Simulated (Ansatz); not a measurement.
## Basis-set limit of PH$_{3}$⁺, doublet

```xyz
4

P     0.3489   -0.3293   -0.3357
H     0.6337   -0.0339    1.0326
H    -1.0111   -0.6661   -0.0570
H     0.0285    1.0293   -0.6399
```

Ansatz 0.2.0, UHF determinant, valence electrons correlated. Energies in eV.

```csv
set,X,functions,Hartree–Fock,MP2 correlation,CCSD(T) correlation,time
def2-TZVPP,3,84,-9309.9792,-3.6443,-4.5221,"2.3 s on 1 × NVIDIA H100 80GB HBM3 with 1 thread of AMD EPYC 7R13 Processor (Zen 3), on a shared host"
def2-QZVPP,4,160,-9310.2587,-3.9124,-4.7573,"2.4 s on 1 × NVIDIA H100 80GB HBM3 with 1 thread of AMD EPYC 7R13 Processor (Zen 3), on a shared host"
```

Hartree–Fock is taken to follow E(X) = E∞ + A·exp(−7.88·√X), correlation E(X) = E∞ + B·X^−2.97.

Task: Work out the CCSD(T) energy at the limit, and how far the shortcut misses it that extrapolates MP2 and adds CCSD(T) minus MP2 from the smaller set.

Result: Hartree–Fock: E∞ = E4 + 0.1377·(E4 − E3) = -9310.2972. Correlation: E∞ = E4 + 0.7407·(E4 − E3) = -4.9314 for CCSD(T) and -4.1110 for MP2. The limit is -9315.2286 eV, 0.213 eV below def2-QZVPP. The shortcut gives a correlation energy of -4.1110 + (-0.8779) = -4.9889, 57 meV lower than the direct value.

Past Ne part of the Hartree–Fock step between the two sets comes from the cores, which don't follow the formula, so the 39 meV that it adds to the total can overshoot; that part largely cancels in differences.
